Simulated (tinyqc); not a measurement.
CIS on RHF in the sto-3g basis, frozen core, for H2O, spin multiplicity 1, step by step (part 1 of 2). Computed by tinyqc, a small Python program that keeps every step (integrals from PySCF). Settings: charge = 0, multiplicity = 1, basis = sto-3g, method = RHF, frozen orbitals = 1, energy threshold = 1e-10, iteration cap = 52, orthogonalisation = canonical, start = Wolfsberg-Helmholz matrix, DIIS depth = 6. Command: `OMP_NUM_THREADS=1 python tinyqc.py 23152 23153 out.jsonl` (the two numbers bound the seeds that draw the settings). One thread of a shared host (Intel(R) Xeon(R) Processor @ 2.60GHz), about 0.07 s of CPU time with the checks. Later iterations appear only in the table of the cycle.

## One-electron integrals

Geometry (angstrom):

| atom | x | y | z |
|---|---|---|---|
| O | 0.000000 | 0.000000 | 0.000000 |
| H | 0.000000 | 0.905000 | 0.737000 |
| H | 0.000000 | -0.905000 | 0.737000 |

Basis sto-3g: exponents (1/bohr^2) and contraction coefficients of normalised primitives:

| element | l (shell) | exponent | coefficient |
|---|---|---|---|
| O | s (1) | 130.709320 | 0.154329 |
| O | s (1) | 23.808861 | 0.535328 |
| O | s (1) | 6.443608 | 0.444635 |
| O | s (2) | 5.033151 | -0.099967 |
| O | s (2) | 1.169596 | 0.399513 |
| O | s (2) | 0.380389 | 0.700115 |
| O | p (3) | 5.033151 | 0.155916 |
| O | p (3) | 1.169596 | 0.607684 |
| O | p (3) | 0.380389 | 0.391957 |
| H | s (1) | 3.425251 | 0.154329 |
| H | s (1) | 0.623914 | 0.535328 |
| H | s (1) | 0.168855 | 0.444635 |

Overlap, kinetic and nuclear-attraction integrals over the contracted functions; the nuclear repulsion is the sum of Za Zb / Rab.

nuclear repulsion = 7.54676537 hartree

overlap S:
```
           1O 1s     1O 2s    1O 2px     1O 2py    1O 2pz     2H 1s      3H 1s
1O 1s   1.000000  0.236704  0.000000   0.000000  0.000000  0.032756   0.032756
1O 2s   0.236704  1.000000  0.000000   0.000000  0.000000  0.348266   0.348266
1O 2px  0.000000  0.000000  1.000000   0.000000  0.000000  0.000000   0.000000
1O 2py  0.000000  0.000000  0.000000   1.000000  0.000000  0.244158  -0.244158
1O 2pz  0.000000  0.000000  0.000000   0.000000  1.000000  0.198834   0.198834
2H 1s   0.032756  0.348266  0.000000   0.244158  0.198834  1.000000   0.161557
3H 1s   0.032756  0.348266  0.000000  -0.244158  0.198834  0.161557   1.000000
```

kinetic energy T (hartree):
```
            1O 1s      1O 2s    1O 2px     1O 2py    1O 2pz      2H 1s      3H 1s
1O 1s   29.003200  -0.168011  0.000000   0.000000  0.000000  -0.008923  -0.008923
1O 2s   -0.168011   0.808128  0.000000   0.000000  0.000000   0.049831   0.049831
1O 2px   0.000000   0.000000  2.528731   0.000000  0.000000   0.000000   0.000000
1O 2py   0.000000   0.000000  0.000000   2.528731  0.000000   0.115914  -0.115914
1O 2pz   0.000000   0.000000  0.000000   0.000000  2.528731   0.094396   0.094396
2H 1s   -0.008923   0.049831  0.000000   0.115914  0.094396   0.760032  -0.006458
3H 1s   -0.008923   0.049831  0.000000  -0.115914  0.094396  -0.006458   0.760032
```

nuclear attraction V (hartree):
```
             1O 1s      1O 2s     1O 2px     1O 2py     1O 2pz      2H 1s      3H 1s
1O 1s   -61.525255  -7.397723   0.000000   0.000000  -0.013187  -1.047220  -1.047220
1O 2s    -7.397723  -9.955780   0.000000   0.000000  -0.162857  -2.622137  -2.622137
1O 2px    0.000000   0.000000  -9.831102   0.000000   0.000000   0.000000   0.000000
1O 2py    0.000000   0.000000   0.000000  -9.924097   0.000000  -1.609746   1.609746
1O 2pz   -0.013187  -0.162857   0.000000   0.000000  -9.892775  -1.352240  -1.352240
2H 1s    -1.047220  -2.622137   0.000000  -1.609746  -1.352240  -5.088244  -0.907839
3H 1s    -1.047220  -2.622137   0.000000   1.609746  -1.352240  -0.907839  -5.088244
```

core Hamiltonian H = T + V (hartree):
```
             1O 1s      1O 2s     1O 2px     1O 2py     1O 2pz      2H 1s      3H 1s
1O 1s   -32.522055  -7.565734   0.000000   0.000000  -0.013187  -1.056143  -1.056143
1O 2s    -7.565734  -9.147652   0.000000   0.000000  -0.162857  -2.572305  -2.572305
1O 2px    0.000000   0.000000  -7.302370   0.000000   0.000000   0.000000   0.000000
1O 2py    0.000000   0.000000   0.000000  -7.395366   0.000000  -1.493832   1.493832
1O 2pz   -0.013187  -0.162857   0.000000   0.000000  -7.364044  -1.257844  -1.257844
2H 1s    -1.056143  -2.572305   0.000000  -1.493832  -1.257844  -4.328212  -0.914297
3H 1s    -1.056143  -2.572305   0.000000   1.493832  -1.257844  -0.914297  -4.328212
```

## Two-electron integrals

Functions are numbered as in S; the eight-fold symmetry (ij|kl) = (ji|kl) = (kl|ij) leaves the list below.

Two-electron integrals (ij|kl) in chemists' order, unique and non-zero (hartree):
```
(11|11) 4.785065    (21|11) 0.741380    (21|21) 0.136873    (22|11) 1.118947
(22|21) 0.256633    (22|22) 0.817206    (31|31) 0.024477    (32|31) 0.037809
(32|32) 0.180518    (33|11) 1.115814    (33|21) 0.256684    (33|22) 0.817023
(33|33) 0.880159    (41|41) 0.024477    (42|41) 0.037809    (42|42) 0.180518
(43|43) 0.047444    (44|11) 1.115814    (44|21) 0.256684    (44|22) 0.817023
(44|33) 0.785270    (44|44) 0.880159    (51|51) 0.024477    (52|51) 0.037809
(52|52) 0.180518    (53|53) 0.047444    (54|54) 0.047444    (55|11) 1.115814
(55|21) 0.256684    (55|22) 0.817023    (55|33) 0.785270    (55|44) 0.785270
(55|55) 0.880159    (61|11) 0.103755    (61|21) 0.019013    (61|22) 0.035485
(61|33) 0.035416    (61|41) 0.000669    (61|42) 0.001263    (61|44) 0.035544
(61|51) 0.000545    (61|52) 0.001029    (61|54) 0.000104    (61|55) 0.035501
(61|61) 0.002674    (62|11) 0.276967    (62|21) 0.064428    (62|22) 0.230200
(62|33) 0.226115    (62|41) 0.003749    (62|42) 0.029821    (62|44) 0.233346
(62|51) 0.003053    (62|52) 0.024285    (62|54) 0.005889    (62|55) 0.230911
(62|61) 0.009142    (62|62) 0.083363    (63|31) 0.006435    (63|32) 0.038563
(63|43) 0.006037    (63|53) 0.004916    (63|63) 0.011303    (64|11) 0.162789
(64|21) 0.038329    (64|22) 0.146221    (64|33) 0.139742    (64|41) 0.008374
(64|42) 0.056290    (64|44) 0.156141    (64|51) 0.001579    (64|52) 0.014436
(64|54) 0.008438    (64|55) 0.142610    (64|61) 0.005654    (64|62) 0.064387
(64|64) 0.060474    (65|11) 0.132570    (65|21) 0.031213    (65|22) 0.119077
(65|33) 0.113801    (65|41) 0.001579    (65|42) 0.014436    (65|44) 0.117323
(65|51) 0.007721    (65|52) 0.050319    (65|54) 0.008905    (65|55) 0.125969
(65|61) 0.004605    (65|62) 0.052434    (65|64) 0.040043    (65|65) 0.043913
(66|11) 0.445924    (66|21) 0.105385    (66|22) 0.433785    (66|33) 0.417181
(66|41) 0.007285    (66|42) 0.081728    (66|44) 0.446813    (66|51) 0.005933
(66|52) 0.066556    (66|54) 0.024131    (66|55) 0.436833    (66|61) 0.015047
(66|62) 0.206452    (66|64) 0.182021    (66|65) 0.148231    (66|66) 0.774606
(71|11) 0.103755    (71|21) 0.019013    (71|22) 0.035485    (71|33) 0.035416
(71|41) -0.000669   (71|42) -0.001263   (71|44) 0.035544    (71|51) 0.000545
(71|52) 0.001029    (71|54) -0.000104   (71|55) 0.035501    (71|61) 0.002635
(71|62) 0.008864    (71|64) 0.005056    (71|65) 0.004469    (71|66) 0.014484
(71|71) 0.002674    (72|11) 0.276967    (72|21) 0.064428    (72|22) 0.230200
(72|33) 0.226115    (72|41) -0.003749   (72|42) -0.029821   (72|44) 0.233346
(72|51) 0.003053    (72|52) 0.024285    (72|54) -0.005889   (72|55) 0.230911
(72|61) 0.008864    (72|62) 0.066165    (72|64) 0.035605    (72|65) 0.040431
(72|66) 0.131869    (72|71) 0.009142    (72|72) 0.083363    (73|31) 0.006435
(73|32) 0.038563    (73|43) -0.006037   (73|53) 0.004916    (73|63) 0.008638
(73|73) 0.011303    (74|11) -0.162789   (74|21) -0.038329   (74|22) -0.146221
(74|33) -0.139742   (74|41) 0.008374    (74|42) 0.056290    (74|44) -0.156141
(74|51) -0.001579   (74|52) -0.014436   (74|54) 0.008438    (74|55) -0.142610
(74|61) -0.005056   (74|62) -0.035605   (74|64) -0.010985   (74|65) -0.021350
(74|66) -0.065177   (74|71) -0.005654   (74|72) -0.064387   (74|74) 0.060474
(75|11) 0.132570    (75|21) 0.031213    (75|22) 0.119077    (75|33) 0.113801
(75|41) -0.001579   (75|42) -0.014436   (75|44) 0.117323    (75|51) 0.007721
(75|52) 0.050319    (75|54) -0.008905   (75|55) 0.125969    (75|61) 0.004469
(75|62) 0.040431    (75|64) 0.021350    (75|65) 0.032985    (75|66) 0.087717
(75|71) 0.004605    (75|72) 0.052434    (75|74) -0.040043   (75|75) 0.043913
(76|11) 0.089674    (76|21) 0.021072    (76|22) 0.082404    (76|33) 0.080388
(76|44) 0.081944    (76|51) 0.001518    (76|52) 0.014696    (76|55) 0.084788
(76|61) 0.002961    (76|62) 0.030052    (76|64) 0.020238    (76|65) 0.021276
(76|66) 0.079557    (76|71) 0.002961    (76|72) 0.030052    (76|74) -0.020238
(76|75) 0.021276    (76|76) 0.013909    (77|11) 0.445924    (77|21) 0.105385
(77|22) 0.433785    (77|33) 0.417181    (77|41) -0.007285   (77|42) -0.081728
(77|44) 0.446813    (77|51) 0.005933    (77|52) 0.066556    (77|54) -0.024131
(77|55) 0.436833    (77|61) 0.014484    (77|62) 0.131869    (77|64) 0.065177
(77|65) 0.087717    (77|66) 0.290387    (77|71) 0.015047    (77|72) 0.206452
(77|74) -0.182021   (77|75) 0.148231    (77|76) 0.079557    (77|77) 0.774606
```

## Orthogonalisation

S = U s U^T; canonical form X = U s^(-1/2), so that X^T S X = 1. Each column of U has its largest component positive (the first on a tie).

eigenvalues of S: 0.475022  0.564607  0.884607  1.000000  1.104921  1.273836  1.697007

X:
```
                1          2          3         4          5          6         7
1O 1s   -0.368647   0.000000   0.717965  0.000000   0.615292   0.000000  0.189821
1O 2s    0.989307   0.000000  -0.296055  0.000000   0.317372   0.000000  0.451706
1O 2px   0.000000   0.000000   0.000000  1.000000   0.000000   0.000000  0.000000
1O 2py   0.000000   0.826949   0.000000  0.000000   0.000000   0.694210  0.000000
1O 2pz   0.469923   0.000000   0.671803  0.000000  -0.611314   0.000000  0.221086
2H 1s   -0.620366  -0.737326  -0.194941  0.000000  -0.161289   0.389296  0.387507
3H 1s   -0.620366   0.737326  -0.194941  0.000000  -0.161289  -0.389296  0.387507
```

## Starting guess

The start is the generalised Wolfsberg-Helmholz matrix (K = 1.75) built on H; D = 2 C_occ C_occ^T.

D at the start:
```
            1O 1s      1O 2s    1O 2px     1O 2py     1O 2pz      2H 1s      3H 1s
1O 1s    2.073309  -0.309770  0.000000   0.000000   0.089668  -0.126024  -0.126024
1O 2s   -0.309770   1.380032  0.000000   0.000000  -0.329976   0.350532   0.350532
1O 2px   0.000000   0.000000  2.000000   0.000000   0.000000   0.000000   0.000000
1O 2py   0.000000   0.000000  0.000000   1.598054   0.000000   0.308985  -0.308985
1O 2pz   0.089668  -0.329976  0.000000   0.000000   1.856288   0.124378   0.124378
2H 1s   -0.126024   0.350532  0.000000   0.308985   0.124378   0.174372   0.054886
3H 1s   -0.126024   0.350532  0.000000  -0.308985   0.124378   0.054886   0.174372
```

## Iteration 1: building the Fock matrix

J_ij = sum D_kl (ij|kl), K_ij = sum D_kl (ik|jl); F = H + J - 0.5 K; E = tr D H + tr D J / 2 - 0.25 tr D K + E_nn.

Coulomb J (hartree):
```
            1O 1s      1O 2s    1O 2px     1O 2py     1O 2pz     2H 1s      3H 1s
1O 1s   17.860366   3.389235  0.000000   0.000000  -0.008527  0.470894   0.470894
1O 2s    3.389235   8.450189  0.000000   0.000000  -0.011120  2.337769   2.337769
1O 2px   0.000000   0.000000  8.437661   0.000000   0.000000  0.000000   0.000000
1O 2py   0.000000   0.000000  0.000000   8.442120   0.000000  1.472202  -1.472202
1O 2pz  -0.008527  -0.011120  0.000000   0.000000   8.447641  1.200316   1.200316
2H 1s    0.470894   2.337769  0.000000   1.472202   1.200316  4.409938   0.831790
3H 1s    0.470894   2.337769  0.000000  -1.472202   1.200316  0.831790   4.409938
```

exchange K (hartree):
```
           1O 1s      1O 2s    1O 2px     1O 2py     1O 2pz     2H 1s      3H 1s
1O 1s   9.760677   1.712198  0.000000   0.000000   0.008013  0.244620   0.244620
1O 2s   1.712198   2.612733  0.000000   0.000000  -0.105646  0.863304   0.863304
1O 2px  0.000000   0.000000  2.266278   0.000000   0.000000  0.000000   0.000000
1O 2py  0.000000   0.000000  0.000000   2.157715   0.000000  0.516190  -0.516190
1O 2pz  0.008013  -0.105646  0.000000   0.000000   2.240257  0.383773   0.383773
2H 1s   0.244620   0.863304  0.000000   0.516190   0.383773  0.731543   0.279260
3H 1s   0.244620   0.863304  0.000000  -0.516190   0.383773  0.279260   0.731543
```

Fock matrix F (hartree):
```
             1O 1s      1O 2s    1O 2px     1O 2py     1O 2pz      2H 1s      3H 1s
1O 1s   -19.542028  -5.032597  0.000000   0.000000  -0.025720  -0.707559  -0.707559
1O 2s    -5.032597  -2.003830  0.000000   0.000000  -0.121154  -0.666188  -0.666188
1O 2px    0.000000   0.000000  0.002152   0.000000   0.000000   0.000000   0.000000
1O 2py    0.000000   0.000000  0.000000  -0.032103   0.000000  -0.279724   0.279724
1O 2pz   -0.025720  -0.121154  0.000000   0.000000  -0.036532  -0.249414  -0.249414
2H 1s    -0.707559  -0.666188  0.000000  -0.279724  -0.249414  -0.284045  -0.222136
3H 1s    -0.707559  -0.666188  0.000000   0.279724  -0.249414  -0.222136  -0.284045
```

total energy of this density = -74.39477191 hartree

## Iteration 1: diagonalisation and new density

Diagonalise F' = X^T F X, C = X C', fill 5 alpha and 5 beta electrons from the bottom; D = 2 C_occ C_occ^T. Each column has its largest component positive (the first on a tie).

F' = X^T F X (hartree):
```
           1         2          3         4          5          6          7
1  -0.168545  0.000000   2.229849  0.000000   2.059616   0.000000   0.761092
2   0.000000  0.592959   0.000000  0.000000   0.000000   0.123368   0.000000
3   2.229849  0.000000  -7.768205  0.000000  -8.391478   0.000000  -3.889289
4   0.000000  0.000000   0.000000  0.002152   0.000000   0.000000   0.000000
5   2.059616  0.000000  -8.391478  0.000000  -9.220354   0.000000  -4.403855
6   0.000000  0.123368   0.000000  0.000000   0.000000  -0.336622   0.000000
7   0.761092  0.000000  -3.889289  0.000000  -4.403855   0.000000  -2.916276
```

orbital energies (hartree): MO1 -19.552167, MO2 -0.896332, MO3 -0.352716, MO4 -0.123754, MO5 0.002152, MO6 0.498874, MO7 0.609053

coefficients C:
```
              MO1        MO2        MO3        MO4       MO5        MO6        MO7
1O 1s    0.993824  -0.215200   0.000000   0.127219  0.000000  -0.125735   0.000000
1O 2s    0.026298   0.761319   0.000000  -0.579664  0.000000   0.674413   0.000000
1O 2px   0.000000   0.000000   0.000000   0.000000  1.000000   0.000000   0.000000
1O 2py   0.000000   0.000000   0.581404   0.000000  0.000000   0.000000   0.909803
1O 2pz   0.003265   0.142230   0.000000   0.737704  0.000000   0.728206   0.000000
2H 1s   -0.004807   0.249934   0.481405   0.292030  0.000000  -0.671759  -0.680772
3H 1s   -0.004807   0.249934  -0.481405   0.292030  0.000000  -0.671759   0.680772
```

D after iteration 1:
```
            1O 1s      1O 2s    1O 2px     1O 2py     1O 2pz      2H 1s      3H 1s
1O 1s    2.100363  -0.422889  0.000000   0.000000   0.132974  -0.042823  -0.042823
1O 2s   -0.422889   1.832616  0.000000   0.000000  -0.638504   0.041748   0.041748
1O 2px   0.000000   0.000000  2.000000   0.000000   0.000000   0.000000   0.000000
1O 2py   0.000000   0.000000  0.000000   0.676062   0.000000   0.559781  -0.559781
1O 2pz   0.132974  -0.638504  0.000000   0.000000   1.128894   0.501927   0.501927
2H 1s   -0.042823   0.041748  0.000000   0.559781   0.501927   0.759044  -0.167958
3H 1s   -0.042823   0.041748  0.000000  -0.559781   0.501927  -0.167958   0.759044
```

## Iteration 8 (converged): orbitals

converged F (hartree):
```
             1O 1s      1O 2s     1O 2px     1O 2py     1O 2pz      2H 1s      3H 1s
1O 1s   -20.267758  -5.165202   0.000000   0.000000  -0.023715  -0.729012  -0.729012
1O 2s    -5.165202  -2.401875   0.000000   0.000000  -0.057123  -0.713749  -0.713749
1O 2px    0.000000   0.000000  -0.389890   0.000000   0.000000   0.000000   0.000000
1O 2py    0.000000   0.000000   0.000000  -0.205927   0.000000  -0.335341   0.335341
1O 2pz   -0.023715  -0.057123   0.000000   0.000000  -0.247571  -0.311275  -0.311275
2H 1s    -0.729012  -0.713749   0.000000  -0.335341  -0.311275  -0.362734  -0.211669
3H 1s    -0.729012  -0.713749   0.000000   0.335341  -0.311275  -0.211669  -0.362734
```

As before.

F' = X^T F X (hartree):
```
           1         2          3          4          5          6          7
1  -0.431031  0.000000   2.460356   0.000000   2.063068   0.000000   0.665476
2   0.000000  0.512797   0.000000   0.000000   0.000000   0.095888   0.000000
3   2.460356  0.000000  -8.211347   0.000000  -8.563046   0.000000  -3.993679
4   0.000000  0.000000   0.000000  -0.389890   0.000000   0.000000   0.000000
5   2.063068  0.000000  -8.563046   0.000000  -9.701899   0.000000  -4.546587
6   0.000000  0.095888   0.000000   0.000000   0.000000  -0.507539   0.000000
7   0.665476  0.000000  -3.993679   0.000000  -4.546587   0.000000  -3.125040
```

orbital energies (hartree): MO1 -20.275846, MO2 -1.192046, MO3 -0.516472, MO4 -0.432065, MO5 -0.389890, MO6 0.430638, MO7 0.521730

coefficients C:
```
              MO1        MO2        MO3        MO4       MO5        MO6        MO7
1O 1s    0.994554  -0.242295   0.000000   0.088678  0.000000  -0.101409   0.000000
1O 2s    0.023249   0.908107   0.000000  -0.450077  0.000000   0.585981   0.000000
1O 2px   0.000000   0.000000   0.000000   0.000000  1.000000   0.000000   0.000000
1O 2py   0.000000   0.000000   0.614509   0.000000  0.000000   0.000000   0.887778
1O 2pz   0.002753   0.070030   0.000000   0.730531  0.000000   0.745750   0.000000
2H 1s   -0.004061   0.134761   0.456012   0.351396  0.000000  -0.676295  -0.698036
3H 1s   -0.004061   0.134761  -0.456012   0.351396  0.000000  -0.676295   0.698036
```

D after iteration 8:
```
            1O 1s      1O 2s    1O 2px     1O 2py     1O 2pz      2H 1s      3H 1s
1O 1s    2.111415  -0.473637  0.000000   0.000000   0.101103  -0.011060  -0.011060
1O 2s   -0.473637   2.055534  0.000000   0.000000  -0.530272  -0.071745  -0.071745
1O 2px   0.000000   0.000000  2.000000   0.000000   0.000000   0.000000   0.000000
1O 2py   0.000000   0.000000  0.000000   0.755244   0.000000   0.560447  -0.560447
1O 2pz   0.101103  -0.530272  0.000000   0.000000   1.077174   0.532264   0.532264
2H 1s   -0.011060  -0.071745  0.000000   0.560447   0.532264   0.699206  -0.132581
3H 1s   -0.011060  -0.071745  0.000000  -0.560447   0.532264  -0.132581   0.699206
```

## Convergence

Stop when the energy changes by less than 1e-10 hartree and every element of the error matrix X^T (F D S - S D F) X is below 3e-06.

Course of the cycle:

| iteration | E (hartree) | change | largest element of the error matrix |
|---|---|---|---|
| 1 | -74.39477191 | - | 6.99e-01 |
| 2 | -74.89115721 | -4.96e-01 | 1.73e-01 |
| 3 | -74.91166125 | -2.05e-02 | 4.83e-02 |
| 4 | -74.91368872 | -2.03e-03 | 9.84e-03 |
| 5 | -74.91379216 | -1.03e-04 | 2.52e-03 |
| 6 | -74.91381109 | -1.89e-05 | 4.68e-05 |
| 7 | -74.91381109 | -4.11e-09 | 4.10e-07 |
| 8 | -74.91381109 | -1.56e-13 | 3.38e-09 |

PySCF RHF in the same basis = -74.91381109 hartree

Converged in 8 iterations.

## Populations, bond orders and dipole

Mulliken: Z minus the diagonal of D S on the atom; Loewdin: the same with S^(1/2) D S^(1/2); Mayer order: 2 sum_s sum (D(s) S)_ij (D(s) S)_ji over the two atoms.

Charges (e):

| atom | Mulliken | Loewdin |
|---|---|---|
| 1O | -0.209785 | -0.155501 |
| 2H | 0.104892 | 0.077751 |
| 3H | 0.104892 | 0.077751 |

Mayer bond orders:

| pair | order |
|---|---|
| 2-1 | 0.983226 |
| 3-1 | 0.983226 |
| 3-2 | 0.005772 |

dipole moment about the origin, x y z (debye): 0.000000  0.000000  1.450711
